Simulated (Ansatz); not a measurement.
`CO[SiH]` + HCl → `[SiH]Cl` + CH₃OH at 600 K and 1 bar (ligand exchange at the Si–O bond).

Calculated with Ansatz (gas phase, PBE0-D4/def2-TZVP geometries, no zero-point term in ΔE). CBS: MP2 limit from def2 TZ/QZ plus the TZ coupled-cluster correction, frozen cores. This one scheme is used for every species.

```json
{"species": "`CO[SiH]`", "CCSD(T)/CBS energy (Eh)": "-404.67988", "H − E (kJ/mol)": "167.6", "S (J/(mol·K))": "334.2"}
{"species": "HCl", "CCSD(T)/CBS energy (Eh)": "-460.38127", "H − E (kJ/mol)": "35.4", "S (J/(mol·K))": "207.2"}
{"species": "`[SiH]Cl`", "CCSD(T)/CBS energy (Eh)": "-749.43948", "H − E (kJ/mol)": "44.3", "S (J/(mol·K))": "282.6"}
{"species": "CH₃OH", "CCSD(T)/CBS energy (Eh)": "-115.61712", "H − E (kJ/mol)": "163.6", "S (J/(mol·K))": "277.3"}
```

H − E and S are ideal-gas, rigid-rotor, harmonic terms from PBE0-D4/def2-TZVP. 1 Eh = 2625.50 kJ/mol, R = 8.31446 J/(mol·K).

Problem. By hand: ΔE, ΔH, ΔS and ΔG.

Solution. ΔE = (-749.43948) + (-115.61712) − (-404.67988) − (-460.38127) = 0.00455 Eh = 11.9 kJ/mol. Δ(H − E) = 44.3 + 163.6 − 167.6 − 35.4 = 4.9, so ΔH = 16.8 kJ/mol. ΔS = 282.6 + 277.3 − 334.2 − 207.2 = 18.5 J/(mol·K). ΔG = 16.8 − 600 × (18.5)/1000 = 5.7 kJ/mol.

Problem. By hand: the equilibrium constant, and the temperature at which ΔG would vanish if ΔH and ΔS stayed fixed.

Solution. log₁₀ K = −ΔG/(RT ln 10) = -0.5. ΔG = 0 at ΔH/ΔS = 908 K, though so small a ΔS makes that figure unsure.

TΔS isn't small against ΔH here. The sign of ΔG lies within the doubt. A doubt of 5 kJ/mol in ΔE shifts log₁₀ K by 0.4 here. These are equilibria of isolated gas molecules and say nothing of rates. Largest T1 diagnostic: 0.015 (customary marks: 0.02 for closed shells, 0.045 for open ones).
